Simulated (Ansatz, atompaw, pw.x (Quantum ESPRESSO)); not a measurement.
What a changed setting does to a pw.x run (bcc H)

Potential: PAW, atompaw 4.2.0.5, PBEsol; core none, reference 1s1; waves: 1s (bound): rc 1.35 bohr; 1s channel at 0.75 Ry: rc 1.35 bohr; 2p channel at 1.61 Ry: rc 1.00 bohr; local part: bessel scheme, radius 1.00 bohr; core correction: none; augmentation: besselshape compensation charge, radius 1.20 bohr; PAW radius 1.35 bohr; waves and projectors: custom polynom2 7 10 vanderbiltortho.

The reference run (k-mesh 18³, cutoffs 40/400 Ry, Fermi–Dirac 0.01 Ry, mixing_beta 0.4, conv_thr 1e-9, no spin) gives -1.86 GPa at 2.977 Å³/atom, where all-electron LAPW gives -2.42 GPa. This run, with its own iteration cap, changes startingwfc to random.

```
&control
  calculation='scf', prefix='x', pseudo_dir='./', outdir='./tmp', tstress=.true., disk_io='none'
/
&system
  ibrav=0, nat=1, ntyp=1, ecutwfc=40, ecutrho=400, nbnd=7,
  occupations='smearing', smearing='fd', degauss=0.01
/
&electrons
  conv_thr=1e-09, mixing_beta=0.4, electron_maxstep=50, startingwfc='random'
/
ATOMIC_SPECIES
H 1.0 H.UPF
CELL_PARAMETERS angstrom
  -0.90623246 0.90623246 0.90623246
  0.90623246 -0.90623246 0.90623246
  0.90623246 0.90623246 -0.90623246
ATOMIC_POSITIONS crystal
H 0.0000 0.0000 0.0000
K_POINTS automatic
18 18 18 0 0 0
```

```bash
pw.x < H.scf.in > H.scf.out
```

How does the run end?

It converges in 4 iterations; the free energy moves by +0.0 meV/atom and the pressure by +0.00 GPa. The result is that of the reference run.

```
Message from routine setup:
     using ibrav=0 with symmetry is DISCOURAGED, use correct ibrav instead
     lattice parameter (alat)  =       2.9662  a.u.
     unit-cell volume          =      20.0898 (a.u.)^3
     number of electrons       =         1.00
     number of Kohn-Sham states=            7
     kinetic-energy cutoff     =      40.0000  Ry
     charge density cutoff     =     400.0000  Ry
     scf convergence threshold =      1.0E-09
     Exchange-correlation= SLA PW PSX PSC
     number of k points=   195  Fermi-Dirac smearing, width (Ry)=  0.0100
     iteration #  1     ecut=    40.00 Ry     beta= 0.40
     total energy              =      -1.07059481 Ry
     estimated scf accuracy    <       0.00000132 Ry
     iteration #  2     ecut=    40.00 Ry     beta= 0.40
     total energy              =      -1.07058553 Ry
     estimated scf accuracy    <       0.00000042 Ry
     iteration #  3     ecut=    40.00 Ry     beta= 0.40
     total energy              =      -1.07058553 Ry
     estimated scf accuracy    <          3.5E-09 Ry
     iteration #  4     ecut=    40.00 Ry     beta= 0.40
     the Fermi energy is     3.8190 ev
!    total energy              =      -1.07058553 Ry
     estimated scf accuracy    <          8.9E-12 Ry
     smearing contrib. (-TS)   =      -0.00043774 Ry
     The total energy is F=E-TS. E is the sum of the following terms:
     one-electron contribution =       0.63584662 Ry
     hartree contribution      =       0.01668322 Ry
     xc contribution           =      -0.66008452 Ry
     ewald contribution        =      -1.06253058 Ry
     one-center paw contrib.   =      -0.00006252 Ry
     convergence has been achieved in   4 iterations
          total   stress  (Ry/bohr**3)                   (kbar)     P=      -18.60
     Message from routine punch:
     Nothing written, as per user request (disk_io='none')
```

The run took about 2 s on one core of a shared host (Intel(R) Xeon(R) Platinum 8488C, 96 threads, 744 GiB, load 97).
